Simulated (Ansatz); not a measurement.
Total energies of `FC1C=C1S`.

Z-matrix (Å, degrees):
```
C
C 1 1.455
C 1 1.461 2 53.3
F 1 1.387 2 119.3 3 105.1
H 1 1.088 2 125.1 3 -109.2
H 2 1.076 1 146.9 3 -177.5
S 3 1.705 1 147.7 2 177.3
H 7 1.343 3 96.1 1 5.8
```

Total charge 0; spin multiplicity 1. The geometry is a stationary point of PBE0-D4/def2-TZVP. It is one conformer, not always the lowest. Basis def2-TZVPP, Ansatz.

RPA on PBE orbitals: Hartree–Fock energy of these orbitals -612.26640 Eh, correlation -1.41347 Eh (frozen core).

```
 functional  energy without D4 (Eh)  D4 term (kJ/mol)
LDA (SPW92)              -611.10259                 –
        PBE              -613.76002             -15.9
       BLYP              -614.11429             -35.8
     B97M-V              -614.03808                 –
       PBE0              -613.79755             -13.4
    r2SCANh              -614.01941              -4.1
      BHLYP              -614.05295             -18.8
    LC-ωPBE              -613.91779                 –
    ωB97X-V              -614.04104                 –
    ωB97M-V              -614.07675                 –
```

(1) Give the same for revPBE, r2SCAN, B3LYP, r2SCAN0, HSE06 (plane-wave form), CAM-B3LYP, B2PLYP, PBE-QIDH. (Best estimate.)

B3LYP takes the VWN-RPA correlation (the form of Gaussian; ORCA's B3LYP/G). HSE06 is the plane-wave form, built on full-range PBE exchange. The double hybrids freeze the cores in their second-order part.

Results:

(1) The calculation gave: 
```csv
functional,energy without D4 (Eh),D4 term (kJ/mol)
revPBE,-614.03759,-52.0
r2SCAN,-614.03324,-3.8
B3LYP,-614.18778,-25.8
r2SCAN0,-613.99989,-4.5
HSE06 (plane-wave form),-613.77967,-12.4
CAM-B3LYP,-614.09027,-13.5
B2PLYP,-613.88441,–
PBE-QIDH,-613.67528,–
```

LC-ωPBE has ω = 0.4 bohr⁻¹.
